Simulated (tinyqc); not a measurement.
Inside a calculation. Method: CCD on RHF in the sto-6g basis, for H2F+, spin multiplicity 1. One step of it, computed by the program tinyqc.

Problem. Iteration 8 (converged): orbitals. Diagonalise F' = X^T F X, C = X C', fill 5 alpha and 5 beta electrons from the bottom; D = 2 C_occ C_occ^T. Each column has its largest component positive (the first on a tie).

converged F (hartree):
```
             1F 1s      1F 2s     1F 2px     1F 2py     1F 2pz      2H 1s      3H 1s
1F 1s   -26.979682  -6.536200   0.000000   0.000000  -0.024524  -1.414153  -1.414153
1F 2s    -6.536200  -3.552641   0.000000   0.000000  -0.139670  -1.375862  -1.375862
1F 2px    0.000000   0.000000  -1.077965   0.000000   0.000000   0.000000   0.000000
1F 2py    0.000000   0.000000   0.000000  -1.075534   0.000000  -0.586049   0.586049
1F 2pz   -0.024524  -0.139670   0.000000   0.000000  -1.073498  -0.434670  -0.434670
2H 1s    -1.414153  -1.375862   0.000000  -0.586049  -0.434670  -0.973730  -0.484347
3H 1s    -1.414153  -1.375862   0.000000   0.586049  -0.434670  -0.484347  -0.973730
```

X:
```
            1F 1s      1F 2s    1F 2px     1F 2py     1F 2pz      2H 1s      3H 1s
1F 1s    1.022891  -0.136830  0.000000   0.000000  -0.006649   0.018524   0.018524
1F 2s   -0.136830   1.206654  0.000000   0.000000   0.075145  -0.261409  -0.261409
1F 2px   0.000000   0.000000  1.000000   0.000000   0.000000   0.000000   0.000000
1F 2py   0.000000   0.000000  0.000000   1.096050   0.000000  -0.208978   0.208978
1F 2pz  -0.006649   0.075145  0.000000   0.000000   1.030435  -0.106226  -0.106226
2H 1s    0.018524  -0.261409  0.000000  -0.208978  -0.106226   1.169789  -0.094429
3H 1s    0.018524  -0.261409  0.000000   0.208978  -0.106226  -0.094429   1.169789
```

Give: F' = X^T F X; orbital energies; coefficients C; D after iteration 8.

Solution.

F' = X^T F X (hartree):
```
         1       2       3       4       5       6       7
1  -26.560  -3.211   0.000   0.000  -0.035  -0.239  -0.239
2   -3.211  -2.182   0.000   0.000   0.040  -0.563  -0.563
3    0.000   0.000  -1.078   0.000   0.000   0.000   0.000
4    0.000   0.000   0.000  -0.798   0.000  -0.488   0.488
5   -0.035   0.040   0.000   0.000  -0.979  -0.288  -0.288
6   -0.239  -0.563   0.000  -0.488  -0.288  -0.363  -0.107
7   -0.239  -0.563   0.000   0.488  -0.288  -0.107  -0.363
```

orbital energies (hartree): MO1 -26.983, MO2 -2.120, MO3 -1.268, MO4 -1.115, MO5 -1.078, MO6 0.028, MO7 0.213

coefficients C:
```
           MO1     MO2     MO3     MO4    MO5     MO6     MO7
1F 1s    0.997  -0.236   0.000   0.065  0.000  -0.109   0.000
1F 2s    0.014   0.935   0.000  -0.349  0.000   0.788   0.000
1F 2px   0.000   0.000   0.000   0.000  1.000   0.000   0.000
1F 2py   0.000   0.000   0.739   0.000  0.000   0.000   0.862
1F 2pz   0.002   0.126   0.000   0.890  0.000   0.530   0.000
2H 1s   -0.003   0.082   0.331   0.183  0.000  -0.786  -0.856
3H 1s   -0.003   0.082  -0.331   0.183  0.000  -0.786   0.856
```

D after iteration 8:
```
         1F 1s   1F 2s  1F 2px  1F 2py  1F 2pz   2H 1s   3H 1s
1F 1s    2.108  -0.459   0.000   0.000   0.060  -0.021  -0.021
1F 2s   -0.459   1.992   0.000   0.000  -0.387   0.025   0.025
1F 2px   0.000   0.000   2.000   0.000   0.000   0.000   0.000
1F 2py   0.000   0.000   0.000   1.092   0.000   0.489  -0.489
1F 2pz   0.060  -0.387   0.000   0.000   1.618   0.347   0.347
2H 1s   -0.021   0.025   0.000   0.489   0.347   0.300  -0.139
3H 1s   -0.021   0.025   0.000  -0.489   0.347  -0.139   0.300
```
